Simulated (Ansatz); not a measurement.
**B2H4S: molecular dynamics**

Aim: follow the molecule's vibrations and see whether its bonds hold. The start is relaxed first. Runs: 300 steps of 0.25 fs under a Langevin thermostat at 300 K. SMILES of the start: BSB.

Program: Ansatz 0.2.0. Level of theory: RKS PBE-D4/def2-SVP. These are calculated values, not measurements.

**1. The structure to begin with**

Bond lengths: B1–S2 1.835 Å, S2–B3 1.862 Å, B1–H4 1.163 Å, B1–H5 1.237 Å, B3–H6 1.205 Å, B3–H7 1.212 Å. Angles: B1–S2–B3 90.8°, S2–B1–H4 123.0°, S2–B1–H5 120.2°, H4–B1–H5 116.8°, S2–B3–H6 121.2°, S2–B3–H7 121.5°, H6–B3–H7 117.1°.

As a file:

```xyz
7

B    -1.2223   -0.1735   -0.4721
S    -0.4039   -0.7185    1.0769
B     1.1956    0.0687    0.5379
H    -1.2077   -0.8020   -1.4503
H    -1.8079    0.9151   -0.5177
H     1.4762    1.1954    0.8605
H     2.0313   -0.5532   -0.0809
```

**2. Relaxing the start**

The input, input.yaml:

```yaml
crystal:
  periodic: [false, false, false]
  atoms:
    - { symbol: B, position_ang: [-1.2223, -0.1735, -0.4721] }
    - { symbol: S, position_ang: [-0.4039, -0.7185, 1.0769] }
    - { symbol: B, position_ang: [1.1956, 0.0687, 0.5379] }
    - { symbol: H, position_ang: [-1.2077, -0.802, -1.4503] }
    - { symbol: H, position_ang: [-1.8079, 0.9151, -0.5177] }
    - { symbol: H, position_ang: [1.4762, 1.1954, 0.8605] }
    - { symbol: H, position_ang: [2.0313, -0.5532, -0.0809] }
basis:
  gaussian: { orbitals: def2-SVP }
hamiltonian:
  xc: pbe
  dispersion: d4
relax:
  f_tol: 0.02
  max_steps: 40
scf:
  lower_state_search: "off"
```

On the command line:

```
> ansatz run input.yaml --threads 1 --pin off --max-ram 2048MiB --backend cpu --events-out ev --progress --plain --runs-dir out
```

The log of the run, cut to the lines that bear on the results:

```text
Warning: RAYON_NUM_THREADS=1 ignored (pool sized by the plan → 1); use --threads N
[...]
Functional definition: PBE
[...]
745 factors; their error is unknown
[...]
mean field -12240.14759299 eV, -449.8171273725 hartree, gradient 2.3e-6 eV, S^2 0.000000; 0 other end points of the search recorded, 0 dependent functions left out
[...]
reference -12240.14762560 eV, -449.8171285707 hartree; 15, 15 occupied and 51, 51 virtual orbitals, 745 factors
relax step   1: F+E_penalty+E_count = -12240.26057558 eV  Δ(F+E_penalty+E_count) = +0.000e0 eV  max|allowed force component| = 1.344e0 eV/Å  Δτ_max = 0.0000 Å  (14 SCF iters, accepted)
[...]
relax step   4: F+E_penalty+E_count = -12240.65397092 eV  Δ(F+E_penalty+E_count) = -1.714e-1 eV  max|allowed force component| = 1.566e0 eV/Å  Δτ_max = 0.1964 Å  (24 SCF iters, accepted)
[...]
relax step   7: F+E_penalty+E_count = -12241.45950550 eV  Δ(F+E_penalty+E_count) = -1.765e-1 eV  max|allowed force component| = 2.746e-1 eV/Å  Δτ_max = 0.2000 Å  (23 SCF iters, accepted)
[...]
relax step  10: F+E_penalty+E_count = -12241.53731914 eV  Δ(F+E_penalty+E_count) = -4.442e-3 eV  max|allowed force component| = 2.780e-1 eV/Å  Δτ_max = 0.2000 Å  (24 SCF iters, accepted)
[...]
relax step  11: F+E_penalty+E_count = -12241.55180573 eV  Δ(F+E_penalty+E_count) = -1.449e-2 eV  max|allowed force component| = 4.541e-2 eV/Å  Δτ_max = 0.0471 Å  (18 SCF iters, accepted)
[...]
relax step  12: F+E_penalty+E_count = -12241.55191924 eV  Δ(F+E_penalty+E_count) = -1.135e-4 eV  max|allowed force component| = 5.889e-3 eV/Å  Δτ_max = 0.0069 Å  (12 SCF iters, accepted)
Total energy: -12241.55195177 eV, -449.8687366056 hartree
Atom 0 at    -1.313555    -0.117684    -0.529164 Å, force     0.005889     0.001086     0.002205 eV/Å
Atom 1 at    -0.433554     0.491864     0.932577 Å, force     0.001983    -0.002735    -0.003579 eV/Å
Atom 2 at     1.304504     0.128385     0.572442 Å, force    -0.005698    -0.000101    -0.002347 eV/Å
Atom 3 at    -0.703713    -0.624108    -1.445354 Å, force    -0.001130     0.000135     0.001931 eV/Å
Atom 4 at    -2.518989     0.012470    -0.527567 Å, force    -0.003268     0.000119    -0.001314 eV/Å
Atom 5 at     2.110443     0.448910     1.419642 Å, force     0.002965     0.000402     0.001665 eV/Å
Atom 6 at     1.616164    -0.407838    -0.468278 Å, force    -0.000742     0.001093     0.001440 eV/Å
Dipole moment:     0.020275    -0.022927    -0.043085 e Å
Checks for a lower state left out: stability, starts, cluster_reference, orbital_swaps, neighbouring_geometries, increment
```

Wall time 6.2 s (1 thread of Intel Xeon 6975P-C (Granite Rapids), shared host); peak memory 0.12 GiB.

Step by step:

| step | energy from step 1 (eV) | largest force component (eV/Å) |
| --- | --- | --- |
| 1 | 0.0000 | 1.3442 |
| 2 | -0.0837 | 0.4466 |
| 3 | -0.2220 | 1.1683 |
| 4 | -0.3934 | 1.5663 |
| 5 | -0.7966 | 0.9444 |
| 6 | -1.0224 | 1.0219 |
| 7 | -1.1989 | 0.2746 |
| 8 | -1.2574 | 0.2784 |
| 9 | -1.2723 | 0.2922 |
| 10 | -1.2767 | 0.2780 |
| 11 | -1.2912 | 0.0454 |
| 12 | -1.2913 | 0.0059 |

Step 1 is the start.

After: Bond lengths: B1–S2 1.812 Å, S2–B3 1.812 Å, B1–H4 1.212 Å, B1–H5 1.212 Å, B3–H6 1.212 Å, B3–H7 1.212 Å. Angles: B1–S2–B3 103.8°, S2–B1–H4 120.4°, S2–B1–H5 116.5°, H4–B1–H5 123.1°, S2–B3–H6 116.5°, S2–B3–H7 120.4°, H6–B3–H7 123.1°.

**3. The run**

300 steps of 0.25 fs under a Langevin thermostat at 300 K, from the relaxed start.

The input, input.yaml:

```yaml
crystal:
  periodic: [false, false, false]
  atoms:
    - { symbol: B, position_ang: [-1.313555, -0.117684, -0.529164] }
    - { symbol: S, position_ang: [-0.433554, 0.491864, 0.932577] }
    - { symbol: B, position_ang: [1.304504, 0.128385, 0.572442] }
    - { symbol: H, position_ang: [-0.703713, -0.624108, -1.445354] }
    - { symbol: H, position_ang: [-2.518989, 0.01247, -0.527567] }
    - { symbol: H, position_ang: [2.110443, 0.44891, 1.419642] }
    - { symbol: H, position_ang: [1.616164, -0.407838, -0.468278] }
basis:
  gaussian: { orbitals: def2-SVP }
hamiltonian:
  xc: pbe
  dispersion: d4
md:
  timestep: 0.25
  n_steps: 300
  ensemble: nvt_langevin
  temperature: 300.0
  initial_velocities: maxwell_boltzmann
  seed: 243572
  friction: 0.02
scf:
  lower_state_search: "off"
```

On the command line:

```
> ansatz run input.yaml --threads 1 --pin off --max-ram 2048MiB --backend cpu --events-out ev --progress --plain --runs-dir out
```

The log of the run, cut to the lines that bear on the results:

```text
Warning: RAYON_NUM_THREADS=1 ignored (pool sized by the plan → 1); use --threads N
[...]
[... 1 set-up line as earlier in the session ...]
[...]
745 factors; their error is unknown
[...]
mean field -12241.44012904 eV, -449.8646271960 hartree, gradient 6.3e-6 eV, S^2 0.000000; 0 other end points of the search recorded, 0 dependent functions left out
[...]
reference -12241.44016122 eV, -449.8646283787 hartree; 15, 15 occupied and 51, 51 virtual orbitals, 745 factors
md step     0: t =     0.00 fs  T =   257.1 K  F+E_penalty+E_count = -12241.55194531 eV  E_kin = 0.232668 eV  (13 SCF iters)
[...]
md step    22: t =     5.50 fs  T =   191.1 K  F+E_penalty+E_count = -12241.46498898 eV  E_kin = 0.172875 eV  (13 SCF iters)
[...]
md step    44: t =    11.00 fs  T =   161.6 K  F+E_penalty+E_count = -12241.39095877 eV  E_kin = 0.146209 eV  (13 SCF iters)
[...]
md step    66: t =    16.50 fs  T =   122.2 K  F+E_penalty+E_count = -12241.33689047 eV  E_kin = 0.110612 eV  (12 SCF iters)
[...]
md step    86: t =    21.50 fs  T =   303.4 K  F+E_penalty+E_count = -12241.42834879 eV  E_kin = 0.274516 eV  (20 SCF iters)
md step    87: t =    21.75 fs  T =   305.7 K  F+E_penalty+E_count = -12241.42996500 eV  E_kin = 0.276568 eV  (13 SCF iters)
```

**4. The log goes on: dynamics from the start**

Output, continued, cut to the lines that bear on the results:

```text
md step    88: t =    22.00 fs  T =   326.3 K  F+E_penalty+E_count = -12241.43323590 eV  E_kin = 0.295286 eV  (13 SCF iters)
[...]
md step   117: t =    29.25 fs  T =   271.0 K  F+E_penalty+E_count = -12241.37587828 eV  E_kin = 0.245173 eV  (13 SCF iters)
[...]
md step   146: t =    36.50 fs  T =   152.1 K  F+E_penalty+E_count = -12241.21903890 eV  E_kin = 0.137652 eV  (13 SCF iters)
[...]
md step   175: t =    43.75 fs  T =   316.4 K  F+E_penalty+E_count = -12241.36309598 eV  E_kin = 0.286277 eV  (13 SCF iters)
[...]
md step   203: t =    50.75 fs  T =   291.6 K  F+E_penalty+E_count = -12241.36732393 eV  E_kin = 0.263865 eV  (13 SCF iters)
md step   204: t =    51.00 fs  T =   281.9 K  F+E_penalty+E_count = -12241.37232270 eV  E_kin = 0.255094 eV  (20 SCF iters)
```

**5. The output, continued: dynamics from the start**

Output, continued, cut to the lines that bear on the results:

```text
md step   205: t =    51.25 fs  T =   299.8 K  F+E_penalty+E_count = -12241.37756817 eV  E_kin = 0.271266 eV  (20 SCF iters)
[...]
md step   229: t =    57.25 fs  T =   266.8 K  F+E_penalty+E_count = -12241.35824443 eV  E_kin = 0.241402 eV  (13 SCF iters)
[...]
md step   253: t =    63.25 fs  T =   181.1 K  F+E_penalty+E_count = -12241.31130549 eV  E_kin = 0.163823 eV  (13 SCF iters)
[...]
md step   277: t =    69.25 fs  T =   252.8 K  F+E_penalty+E_count = -12241.39200520 eV  E_kin = 0.228782 eV  (13 SCF iters)
[...]
md step   299: t =    74.75 fs  T =   306.8 K  F+E_penalty+E_count = -12241.44257258 eV  E_kin = 0.277559 eV  (19 SCF iters)
[...]
md step   300: t =    75.00 fs  T =   326.6 K  F+E_penalty+E_count = -12241.43374615 eV  E_kin = 0.295509 eV  (19 SCF iters)
Total energy: -12241.43377824 eV, -449.8643938084 hartree
Atom 0 at    -1.358368    -0.021601    -0.509867 Å, force    -1.669523    -0.084911    -0.073296 eV/Å
Atom 1 at    -0.534272     0.263685     1.033902 Å, force     1.017538     0.007638     0.116665 eV/Å
Atom 2 at     1.234684     0.242610     0.506065 Å, force    -0.366948     0.283905    -0.501248 eV/Å
Atom 3 at    -0.877371    -0.248572    -1.562553 Å, force     0.760906    -0.024121    -0.570420 eV/Å
Atom 4 at    -2.591277    -0.053263    -0.485824 Å, force     0.348856     0.054418     0.208305 eV/Å
Atom 5 at     2.066087     0.222187     1.369382 Å, force     0.186599    -0.039524     0.296719 eV/Å
Atom 6 at     1.553563     0.344169    -0.686215 Å, force    -0.277428    -0.197404     0.523276 eV/Å
Dipole moment:     0.083924     0.001910    -0.016530 e Å
Checks for a lower state left out: stability, starts, cluster_reference, orbital_swaps, neighbouring_geometries, increment
```

Run time: 2.1 min. Hardware: 1 thread of Intel Xeon 6975P-C (Granite Rapids), shared host; peak memory 0.1 GiB.

**6. Frames and traces**

The trajectory, every 22 steps (energies from step 0):

| time (fs) | T (K) | potential energy change (meV/atom) |
| --- | --- | --- |
| 0.0 | 257 | 0.0 |
| 5.5 | 191 | 12.4 |
| 11.0 | 162 | 23.0 |
| 16.5 | 122 | 30.7 |
| 22.0 | 326 | 17.0 |
| 27.5 | 320 | 17.3 |
| 33.0 | 244 | 33.2 |
| 38.5 | 156 | 41.0 |
| 44.0 | 325 | 26.3 |
| 49.5 | 298 | 27.1 |
| 55.0 | 270 | 27.9 |
| 60.5 | 286 | 24.6 |
| 66.0 | 238 | 28.7 |
| 71.5 | 283 | 17.8 |
| 75.0 | 327 | 16.9 |

time (fs), T (K) and a bar:
```
      0.0        257 ################
      3.2        153 ####
      6.5        184 ########
      9.8        136 ##
     13.0        179 #######
     16.2        115 
     19.5        261 #################
     22.8        301 #####################
     26.0        379 ##############################
     29.2        271 ##################
     32.5        287 ####################
     35.8        130 ##
     39.2        163 #####
     42.5        303 #####################
     45.8        362 ############################
     49.0        320 #######################
     52.2        285 ###################
     55.5        246 ###############
     58.8        302 #####################
     62.0        213 ###########
     65.2        242 ##############
     68.5        266 #################
     71.8        294 ####################
     75.0        327 ########################
```

**7. Snapshots as a file**

Extended XYZ, with forces in eV/Å:

```xyz
7
time_fs=9.5 T=136 dE=0.1405
B    -1.326   -0.147   -0.583    0.428    0.930    1.523
S    -0.433    0.464    0.963   -1.303   -0.092   -0.710
B     1.277    0.202    0.573    0.629   -0.430    0.989
H    -0.640   -0.519   -1.468    0.289   -0.371   -0.634
H    -2.523   -0.020   -0.578   -0.156   -0.140   -0.037
H     2.075    0.432    1.496   -0.255    0.104   -0.620
H     1.537   -0.384   -0.431    0.368   -0.001   -0.511
7
time_fs=18.8 T=232 dE=0.1389
B    -1.329   -0.136   -0.562    0.843    0.721   -0.016
S    -0.440    0.428    0.999   -1.774   -0.253   -0.691
B     1.250    0.205    0.573    0.722   -0.479   -0.045
H    -0.650   -0.336   -1.577   -0.211   -0.131    0.553
H    -2.537   -0.114   -0.643   -0.043   -0.120    0.334
H     2.026    0.452    1.456    0.299    0.175    0.067
H     1.552   -0.301   -0.476    0.165    0.087   -0.201
7
time_fs=28.0 T=264 dE=0.1405
B    -1.287   -0.087   -0.529    0.630    0.007   -1.221
S    -0.488    0.394    1.014    0.991   -0.279   -0.119
B     1.297    0.169    0.559   -0.843    0.283   -0.986
H    -0.622   -0.144   -1.623   -0.698   -0.065    1.176
H    -2.473   -0.293   -0.472   -0.207    0.012   -0.063
H     2.134    0.474    1.340    0.372    0.007    0.668
H     1.604   -0.177   -0.589   -0.245    0.034    0.545
7
time_fs=37.5 T=162 dE=0.3077
B    -1.267   -0.020   -0.531   -0.887   -0.379    0.407
S    -0.522    0.361    1.012    2.571   -0.015    0.480
B     1.361    0.186    0.521   -1.902    0.551   -0.322
H    -0.641   -0.070   -1.512    0.494   -0.087   -1.058
H    -2.430   -0.282   -0.408   -0.470    0.078   -0.344
H     2.167    0.474    1.370    0.132   -0.212    0.082
H     1.562   -0.102   -0.671    0.063    0.065    0.754
7
time_fs=47.0 T=369 dE=0.1293
B    -1.319    0.019   -0.569   -0.430   -0.093    0.149
S    -0.508    0.324    1.013    0.961    0.092   -0.193
B     1.296    0.234    0.522   -0.470   -0.608    0.650
H    -0.685   -0.001   -1.567    0.514   -0.024   -0.575
H    -2.515   -0.175   -0.655   -0.012    0.098    0.348
H     2.172    0.296    1.385   -0.469    0.274   -0.129
H     1.596   -0.143   -0.584   -0.095    0.260   -0.251
7
time_fs=56.2 T=221 dE=0.2056
B    -1.395    0.030   -0.606    1.742    0.159   -0.502
S    -0.470    0.294    1.019   -1.946   -0.102   -0.636
B     1.209    0.248    0.531    1.565   -0.230    0.867
H    -0.668    0.013   -1.662   -0.774    0.002    1.090
H    -2.587   -0.123   -0.680   -0.183    0.029    0.320
H     2.052    0.283    1.440   -0.442    0.135   -0.277
H     1.599    0.073   -0.568    0.037    0.007   -0.862
7
time_fs=65.5 T=260 dE=0.2091
B    -1.400    0.016   -0.593   -0.190   -0.012    1.189
S    -0.489    0.275    1.025   -1.270   -0.330   -1.197
B     1.208    0.239    0.502    0.081    0.693    0.181
H    -0.752   -0.094   -1.616   -0.191    0.058    0.041
H    -2.626   -0.092   -0.441    0.564    0.075   -0.366
H     1.830    0.332    1.521    0.943   -0.179   -0.016
H     1.567    0.349   -0.654    0.062   -0.305    0.169
7
time_fs=75.0 T=327 dE=0.1182
B    -1.358   -0.022   -0.510   -1.669   -0.085   -0.073
S    -0.534    0.264    1.034    1.018    0.008    0.117
B     1.235    0.243    0.506   -0.367    0.284   -0.501
H    -0.877   -0.249   -1.563    0.761   -0.024   -0.570
H    -2.591   -0.053   -0.486    0.349    0.054    0.208
H     2.066    0.222    1.369    0.187   -0.040    0.297
H     1.554    0.344   -0.686   -0.277   -0.197    0.523
```

**8. Results**

| quantity | value |
| --- | --- |
| relaxation of the start | 11 moves, 1.291 eV lower |
| length | 300 steps of 0.25 fs |
| temperature, first and last step | 257 and 327 K |
| temperature, second half | mean 274 K, from 156 to 394 K |
| potential energy, second half | +26 meV/atom from the start |
| bonds formed or broken | 0 |

Against a set 300 K the second half averages 274 K with a spread of 51 K. The bonds all hold. A run of 75 fs with 7 atoms shows the motion but fixes no equilibrium value. The nuclei move classically, without zero-point motion, which matters most for hydrogen.
